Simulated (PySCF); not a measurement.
**A diatomic session: LiMg**

One job finds the state of LiMg, follows it along the bond with each method and fits the curves.

Program: PySCF 2.14.0. Level of theory: Li 6-311G(d,p), Mg 6-311G(d,p), no relativity. These are calculated values, not measurements.

## Step 1: Input

Settings of the job:

- atoms: Li, Mg
- charge: 0
- basis: Li 6-311G(d,p), Mg 6-311G(d,p)
- Hamiltonian: no relativity
- basis functions: 44
- electrons treated: 15
- masses in u: 7.0160, 23.9850
- levels: PBE0, PBE, r²SCAN, BP86, M06, M06-L, HF, MP2, SCS-MP2, CCSD, CCSD(T)
- grid: 80 radial by 434 angular points
- occupations: held fixed by the projection of orbital angular momentum
- dissociation limit: Li + Mg, each in its ground configuration
- starting distance in angstrom: 2.640
- values of 2S to try: 1, 3

The runs that follow: PBE0 along the bond; Higher solutions at PBE0; PBE (GGA); r²SCAN; BP86; M06 (hybrid meta-GGA); M06-L (meta-GGA); ROHF (mean field); Correlated methods on the Hartree–Fock reference.

What does the calculation give? Wanted: for each run, Re; ωe; De; μ.

The runs gave:

Lowest PBE0 solution found, without spin–orbit coupling: ²Σ⁺ (doublet), unpaired electrons σ ↑. State 3 has its PBE0 minimum 2.39 eV higher. The other levels ran on the lowest alone.

| level | Re (Å) | ωe (cm⁻¹) | De (eV) | μ (D) |
| --- | --- | --- | --- | --- |
| ROHF-MP2 | 3.323 | 112.8 | 0.066 | n/a |
| ROHF-SCS-MP2 | 3.345 | 106.2 | 0.053 | n/a |
| ROHF-CCSD | 3.169 | 157.4 | 0.115 | n/a |
| ROHF-CCSD(T) | 3.134 | 169.5 | 0.138 | n/a |
| PBE | 3.068 | 205.8 | 0.314 | -0.67 |
| BP86 | 3.092 | 197.4 | 0.281 | -0.76 |
| r²SCAN | 3.079 | 207.6 | 0.349 | -1.38 |
| M06-L | 3.052 | 215.1 | 0.296 | -1.17 |
| PBE0 | 3.079 | 202.8 | 0.282 | -0.89 |
| M06 | 3.043 | 217.1 | 0.230 | -0.83 |

De is counted to Li + Mg in their ground configurations. A positive dipole means Li(−)Mg(+). No constants: ROHF (no minimum is bracketed among the points kept).

The methods spread over 0.302 Å in bond length, from M06 to ROHF-SCS-MP2. CCSD(T) can't serve as the judge here: for a weak bond in this basis it is far from its limit. Among the levels with a De in the table, it runs from 0.053 eV (ROHF-SCS-MP2) to 0.349 eV (r²SCAN).

Correlated steps freeze 1 core orbital. The bond is weak, and basis-set superposition, which was not computed, may be a sizeable part of it. At some levels the lowest empty orbital lies below the highest filled one (the two can be of opposite spin).
